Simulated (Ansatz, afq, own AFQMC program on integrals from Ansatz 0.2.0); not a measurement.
Two steps: Ansatz 0.2.0 writes the Fock matrix and Cholesky factors of the valence space, and afq projects on them the lowest state that overlaps trial and start.

```yaml
crystal:
  periodic: [false, false, false]
  atoms:
    - {symbol: C, position_ang: [-2.122894, 0.000000, 0.000000]}
    - {symbol: H, position_ang: [-2.486099, 1.027301, 0.000000]}
    - {symbol: H, position_ang: [-2.486100, -0.513650, 0.889668]}
    - {symbol: H, position_ang: [-2.486099, -0.513650, -0.889669]}
    - {symbol: H, position_ang: [-1.033277, 0.000000, 0.000000]}
    - {symbol: S, position_ang: [1.062106, 0.000000, 0.000000]}
basis:
  gaussian: {orbitals: cc-pVTZ}
magnetization: {spin_polarized: true, initial_magnetization: 2}
correlation: {method: ccsd_t, electrons: outside_noble_gas, hamiltonian_folder: ham}
```

```sh
$ ansatz run in.yaml --threads 1 --pin off --events-out ev --progress --plain --max-ram 24576MiB --backend cuda --devices 0, --max-vram 18GiB
```

Options of the walk:

```
--method phaseless --trial hf --walkers 600 --populations 10 --least-time 40 --time-step 0.005 --steps-per-block 20 --equilibration-blocks 112 --max-blocks 4000 --target-error 0.0011 --factor-cut 1e-05 --start spin_pure --seed 8272 --taylor-order 6
```

Times are imaginary, in 1/Eh. The walk had a cap of 94 s. With eight or more populations the least sampling time is a fifth of least-time, and the error comes from their spread.

Output of the walk:

```
orbitals 114  electrons 8 6  factors 653 of 660
reference energy -437.70962841 Eh
CCSD correlation -0.36364564 Eh in 10 cycles, weight of the determinant in the CISD state 0.8659
energy of the start -437.709816 Eh
 block  time / (1/Eh)  mean weight  energy / Eh
     1     0.100  1.0033  -437.806951
     2     0.200  1.0017  -437.867320
     3     0.300  1.0023  -437.914796
     4     0.400  1.0027  -437.948514
     5     0.500  1.0019  -437.977654
     7     0.700  1.0021  -438.012316
     9     0.900  1.0007  -438.036989
    17     1.700  1.0011  -438.076569
    33     3.300  0.9996  -438.090032
    49     4.900  1.0002  -438.090551
    65     6.500  0.9998  -438.088426
    73     7.300  0.9993  -438.069145
    81     8.100  0.9993  -438.076295
    97     9.700  1.0005  -438.086800
   113    11.300  0.9996  -438.093902
   129    12.900  0.9994  -438.092948
   145    14.500  1.0009  -438.086164
   161    16.100  0.9996  -438.097361
   177    17.700  0.9989  -438.092004
   193    19.300  0.9995  -438.082683
   209    20.900  1.0000  -438.087305
   225    22.500  1.0018  -438.090145
   233    23.300  1.0003  -438.101716
   241    24.100  1.0010  -438.085368
   257    25.700  0.9990  -438.092758
   273    27.300  0.9998  -438.081097
   289    28.900  0.9994  -438.081943
   305    30.500  1.0005  -438.085463
   321    32.100  1.0003  -438.084194
   337    33.700  0.9995  -438.076122
   345    34.500  0.9996  -438.092972
error from the spread of 10 populations
energy -438.085639 +/- 0.001092 Eh
(rows thinned)
```

The run passed its tests (sampling time, drift between the halves within three errors, error under three times the target), which doesn't prove that it has relaxed.

Against this walk (error 29.7 meV) on the same determinant: CCSD(T) 15.3 meV higher (within the noise), the released energy of a separate walk with a CISD trial 21.4 ± 30.6 meV lower (within the noise), a separate phaseless walk with a CISD trial and standard settings 4.7 ± 30.3 meV lower (within the noise). The error is statistical and leaves out the bias of the constraint.

Cautions: constraint bias not in the error; lower spins were not checked.

The walk took 28 s on 1 × NVIDIA H100 80GB HBM3 with 2 threads of AMD EPYC 7R13 Processor (Zen 3) (shared host) (the card was shared). The log's last line is the phaseless energy.

A walk keeps the symmetry of its determinant, which the program's search chose and which needn't be the lowest solution, so a lower state of the same spin and another symmetry isn't excluded.
